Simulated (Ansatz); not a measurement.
CN (charge -1), a composite energy at a relaxed geometry

Run with Ansatz 0.2.0, Python API.

The script, `composite_cn.py`:
```python
"""A composite energy for CN(-): DFT geometry, MP2 basis limit, coupled-cluster correction."""

import itertools

import ansatz as az
from ase.data import atomic_numbers, covalent_radii
import numpy as np

BASIS_SET = "def2-SVP"
XC = "b3lyp"
NET_CHARGE = -1

cn = (
    az.Crystal.molecule()
    .atom("C", (0.51262, -0.16591, 0.26402))
    .atom("N", (-0.51262, 0.16591, -0.26402))
)

calculation = (
    cn.calculation()
    .basis(gaussian=BASIS_SET)
    .functional(XC)
    .charge(NET_CHARGE)
)
symbols = [site.symbol for site in cn.cartesian_sites]
start = np.array([site.position_ang for site in cn.cartesian_sites], dtype=float)
r = calculation.relax(force_tolerance=0.01, max_steps=100).run().report
end = np.array(r["positions_ang"])
# pairs closer than 1.2 times the sum of covalent radii, before or after
radius = [covalent_radii[atomic_numbers[s]] for s in symbols]
span = lambda where, i, j: np.linalg.norm(where[i] - where[j])
bonded = [(i, j) for i, j in itertools.combinations(range(len(symbols)), 2) if min(span(start, i, j), span(end, i, j)) < 1.2 * (radius[i] + radius[j])]
print("pair        before    after (A)")
for i, j in bonded:
    print(f"{symbols[i]}{i}-{symbols[j]}{j}".ljust(10), f"{span(start, i, j):8.4f} {span(end, i, j):8.4f}")

minimum = az.Crystal.molecule()
for symbol, place in zip(symbols, end):
    minimum = minimum.atom(symbol, place.tolist())
at_minimum = minimum.calculation().charge(NET_CHARGE)
# MP2 extrapolated to the basis limit, plus the small-basis difference CCSD(T) - MP2
level = lambda method, basis: at_minimum.basis(gaussian=basis).correlation(method).run().report
small, large, cluster = level("mp2", "cc-pVDZ"), level("mp2", "cc-pVTZ"), level("ccsd_t", "cc-pVDZ")
corr = lambda each: (each["free_energy_ev"] - each["reference_energy_ev"]) / 27.211386246
mp2_limit = (27 * corr(large) - 8 * corr(small)) / 19
pieces = {"HF / cc-pVTZ": large["reference_energy_ev"] / 27.211386246, "MP2 correlation, DZ-TZ limit": mp2_limit, "CCSD(T) - MP2 / cc-pVDZ": corr(cluster) - corr(small)}
for name, value in pieces.items():
    print(f"{name:32s} {value:14.6f} Ha")
print(f"{'sum':32s} {sum(pieces.values()):14.6f} Ha")
print("T1 diagnostic", round(cluster["correlation"]["coupled_cluster"]["t1_diagnostic"], 4))
```

Running `python composite_cn.py` prints:
```text
pair        before    after (A)
C0-N1        1.2000   1.1789
HF / cc-pVTZ                         -92.332500 Ha
MP2 correlation, DZ-TZ limit          -0.368784 Ha
CCSD(T) - MP2 / cc-pVDZ               -0.019145 Ha
sum                                  -92.720429 Ha
T1 diagnostic 0.0139
```

Reading the output:
- Total energies depend on the basis set; only differences at equal settings carry meaning.
- The sum leaves out core correlation, relativity, the Hartree-Fock basis error and zero-point energy; a DZ-TZ extrapolation is rough.
- b3lyp holds the VWN-RPA fit, as in Gaussian; the form of ORCA and Turbomole is b3lyp5.
- Inner cores stay frozen, so this is valence correlation.
- An extrapolation from small basis sets is rough.
- Anions want diffuse functions, which this basis lacks.
- Timing: 1.9 s on 1 thread of Arm Neoverse V1 (shared host), peak memory 0.16 GiB.
